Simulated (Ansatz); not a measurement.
Here is an Ansatz input file for C₂H₅O₃S, SMILES [CH2]CS(=O)(=O)O. Write the same calculation for the Python package.

```yaml
crystal:
  periodic: [false, false, false]
  atoms:
    - { symbol: C, position_ang: [-1.6106, -0.2027, -0.1696] }
    - { symbol: C, position_ang: [-0.4187, 0.7192, 0.0297] }
    - { symbol: S, position_ang: [1.0827, -0.0917, -0.4868] }
    - { symbol: O, position_ang: [0.9825, -0.4508, -1.9426] }
    - { symbol: O, position_ang: [2.2492, 0.8342, -0.2864] }
    - { symbol: O, position_ang: [1.3185, -1.4921, 0.4135] }
    - { symbol: H, position_ang: [-2.5495, 0.3322, 0.0853] }
    - { symbol: H, position_ang: [-1.5173, -1.1012, 0.4766] }
    - { symbol: H, position_ang: [-0.5598, 1.6391, -0.5754] }
    - { symbol: H, position_ang: [-0.3367, 1.0002, 1.1009] }
    - { symbol: H, position_ang: [1.3598, -1.1865, 1.3548] }
basis:
  gaussian: { orbitals: def2-SVP }
hamiltonian:
  xc: pbe0
magnetization:
  spin_polarized: true
  initial_magnetization: 1.0
output:
  forces: true
```

Launched from the shell:
```console
$ ansatz run input.yaml --threads 1 --pin off --max-ram 4096MiB --backend cpu --events-out ev --progress --plain --runs-dir out
Engine: ansatz 0.2.0, x86_64-unknown-linux-gnu
Functional definition: PBE0
  parameter a = 0.25
  parameter kappa = 0.804
  parameter beta = 0.06672455060314922
  exchange = (1 - a)*pbe_x(kappa = kappa, mu = beta*pi^2/3) + a*exact_x
  correlation = pbe_c(beta = beta)
1096 factors; integrals over basis functions are off by at most 1.2e-3 eV
mean field evaluation 1: about -19091.9527 eV, gradient 5.8e1 eV
mean field evaluation 2: about -19063.6165 eV, gradient 1.1e2 eV
mean field evaluation 4: about -19104.4540 eV, gradient 6.1e0 eV
mean field evaluation 8: about -19104.8430 eV, gradient 7.2e-1 eV
mean field evaluation 16: about -19104.8459 eV, gradient 9.9e-4 eV
mean field -19104.84589912 eV, -702.0901370629 hartree, gradient 6.3e-5 eV, S^2 0.753419; 0 other end points of the search recorded, 0 dependent functions left out
the calculation of the forces begins
reference -19104.84592010 eV, -702.0901378339 hartree; 29, 28 occupied and 84, 85 virtual orbitals, 1096 factors
Total energy: -19104.84592010 eV, -702.0901378339 hartree
Atom 0 at    -1.610600    -0.202700    -0.169600 Å, force     0.195494     0.765323     2.381689 eV/Å
Atom 1 at    -0.418700     0.719200     0.029700 Å, force    -1.417304    -0.950958    -0.129526 eV/Å
Atom 2 at     1.082700    -0.091700    -0.486800 Å, force     4.501356     1.554035    -4.482758 eV/Å
Atom 3 at     0.982500    -0.450800    -1.942600 Å, force    -0.972295    -0.377818     3.288406 eV/Å
Atom 4 at     2.249200     0.834200    -0.286400 Å, force    -2.331108    -1.560524     1.190575 eV/Å
Atom 5 at     1.318500    -1.492100     0.413500 Å, force    -1.048492     1.695544     0.299055 eV/Å
Atom 6 at    -2.549500     0.332200     0.085300 Å, force     0.082831    -0.286620    -0.762718 eV/Å
Atom 7 at    -1.517300    -1.101200     0.476600 Å, force    -0.103356    -0.178739    -0.876694 eV/Å
Atom 8 at    -0.559800     1.639100    -0.575400 Å, force     0.711729    -0.279762     0.082183 eV/Å
Atom 9 at    -0.336700     1.000200     1.100900 Å, force     0.164233     0.025023    -0.194068 eV/Å
Atom 10 at     1.359800    -1.186500     1.354800 Å, force     0.216914    -0.405503    -0.796145 eV/Å
Dipole moment:    -0.831975     0.154452     1.017152 e Å
```

`c2h5o3s_energy.py`
```python
import ansatz as az
import numpy as np

c2h5o3s = (
    az.Crystal.molecule()
    .atom("C", (-1.6106, -0.2027, -0.1696))
    .atom("C", (-0.4187, 0.7192, 0.0297))
    .atom("S", (1.0827, -0.0917, -0.4868))
    .atom("O", (0.9825, -0.4508, -1.9426))
    .atom("O", (2.2492, 0.8342, -0.2864))
    .atom("O", (1.3185, -1.4921, 0.4135))
    .atom("H", (-2.5495, 0.3322, 0.0853))
    .atom("H", (-1.5173, -1.1012, 0.4766))
    .atom("H", (-0.5598, 1.6391, -0.5754))
    .atom("H", (-0.3367, 1.0002, 1.1009))
    .atom("H", (1.3598, -1.1865, 1.3548))
)

job = (
    c2h5o3s.calculation()
    .basis(gaussian="def2-SVP")
    .functional("pbe0")
    .spin("collinear", total=1)
    .forces()
)
res = job.run()
report = res.report

for key in ("converged", "free_energy_ev", "reference_energy_ev", "n_frozen", "n_occupied", "n_virtual"):
    print(f"{key:22s} {report[key]}")

field = report["mean_field"]
print("<S^2> =", round(abs(field["state"]["spin_squared"]), 4), " relativity:", field["relativity"])
print("passes:", field["passes"])
if "symmetry" in field:
    print("occupied orbitals by irrep:", field["symmetry"]["occupied"])

symbols = [site.symbol for site in c2h5o3s.cartesian_sites]
print("forces (eV/A)")
for symbol, f in zip(symbols, report["forces_ev_ang"]):
    print(f"  {symbol:2s} {f[0]:9.4f} {f[1]:9.4f} {f[2]:9.4f}")

charges = report["charge_distribution"]
print("dipole moment", round(4.803205 * float(np.linalg.norm(charges["dipole_moment_e_ang"])), 3), "D")
print("Mulliken:", [(s, round(q, 3)) for s, q in zip(symbols, charges["mulliken_charges_e"])])
```

```console
$ python c2h5o3s_energy.py
converged              True
free_energy_ev         -19104.845920098447
reference_energy_ev    -19104.845920098447
n_frozen               0
n_occupied             [29, 28]
n_virtual              [84, 85]
<S^2> = 0.7534  relativity: none
passes: {'evaluations': 18, 'products': 16}
occupied orbitals by irrep: [{'A': 29}, {'A': 28}]
forces (eV/A)
  C     0.1955    0.7653    2.3817
  C    -1.4173   -0.9510   -0.1295
  S     4.5014    1.5540   -4.4828
  O    -0.9723   -0.3778    3.2884
  O    -2.3311   -1.5605    1.1906
  O    -1.0485    1.6955    0.2991
  H     0.0828   -0.2866   -0.7627
  H    -0.1034   -0.1787   -0.8767
  H     0.7117   -0.2798    0.0822
  H     0.1642    0.0250   -0.1941
  H     0.2169   -0.4055   -0.7961
dipole moment 6.355 D
Mulliken: [('C', -0.052), ('C', -0.181), ('S', 0.908), ('O', -0.465), ('O', -0.478), ('O', -0.349), ('H', 0.081), ('H', 0.071), ('H', 0.142), ('H', 0.105), ('H', 0.218)]
```

These settings explore the input space; basis and method may be short of convergence. The geometry is a force-field or estimated start, not a minimum of this method, and the basis set is short of its limit. The species is open-shell (spin multiplicity 2). The whole script took 5 s on 1 thread of AMD EPYC 9R45 96-Core Processor (Zen 5), with other jobs on the host, peak memory 0.41 GiB.

(Lines on the test bed's own set-up are left out of the output.)
